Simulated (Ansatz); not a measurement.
System: 1T (CdI2-type) HfTe₂. Method: PBEsol (plane waves, PAW; Ansatz, a first-principles code).

Input file:

Ansatz 0.2 input:
```yaml
crystal:
  lattice:
    - [3.876073604, 0.0, 0.0]
    - [-1.938036802, 3.356778208, 0.0]
    - [0.0, 0.0, 6.6269315133]
  atoms:
    - { symbol: Hf, position: [0.0, 0.0, 0.0] }
    - { symbol: Te, position: [0.3333333333, 0.6666666667, 0.2690870542] }
    - { symbol: Te, position: [0.6666666667, 0.3333333333, 0.7309129458] }
basis:
  ecutwfc: 520
  ecutrho_ratio: 4
  xc_grid: 2
kpoints:
  mp_grid: { grid: [18, 18, 8] }
hamiltonian:
  xc: pbesol
  dispersion: none
  pseudopotentials: { kind: paw }
scf:
  occupations: { method: fermi_dirac, width: 0.05 }
  convergence: { dr2_threshold: 0.0000000003 }
output:
  forces: true
  stress: true
  eigenvalues: true
```

Output (set-up and result lines):

```
Crystal: 3 atoms, lattice volume = 86.224 Å³
Basis set: ecut = 520 eV, 2311 PW (Γ), exchange–correlation on 60×60×100 points (8 copies of the dense FFT grid, shifted against one another)
Bands: 35, of which v1, the nominal top of the filled ones, is band 29 counted from 1 (28 counted from 0)
Symmetry: 12 space group operations
Space group: P-3m1 (ITA 164), of the structure as read, at distance tolerance 4.4e-5 Å
k-points: 266 of 2592
Functional: x = pbesol(κ = 0.804, μ = 0.12345679012345678), c = pbesol(β = 0.046)
SCF iter   1: F=—  HF=-29403.495795 eV  |F-HF|=—  |Δ(HF+E_count)|=         —  Δρ=2.85e-3  dr2=9.91e-3
SCF iter   2: F=—  HF=-29403.494492 eV  |F-HF|=—  |Δ(HF+E_count)|=   1.30e-3  Δρ=1.50e-3  dr2=2.63e-3
  ...
SCF iter   8: F=—  HF=-29403.492797 eV  |F-HF|=—  |Δ(HF+E_count)|=   1.02e-9  Δρ=5.78e-7  dr2=4.14e-10
SCF iter   9: F=-29403.492797 eV  HF=-29403.492797 eV  |F-HF|=7.28e-12  |Δ(HF+E_count)|=  5.82e-11  Δρ=8.38e-8  dr2=4.47e-12
SCF 1 converged in 9 iterations: F = -29403.492797 eV  dr2 = 4.47e-12
SCF converged after 9 iterations
Free energy (F): -29403.492797 eV
Internal energy: -29403.485033 eV  (E = F + TS)
E sigma→0 (E₀):  -29403.488915 eV
Fermi energy:    11.918625 eV
--- Stress (GPa, compression-positive) ---
       -0.006446      -0.000000       0.000000
        0.000000      -0.006446      -0.000000
        0.000000      -0.000000       0.000321
  P = ⅓ Tr σ = -0.0042 GPa (-0.042 kbar)
```

The PAW data were made under PBE.

Note: the cell comes from a level without a dispersion term, which matters for the spacing of layers, chains or molecules.

The result took very roughly 50 core-seconds.
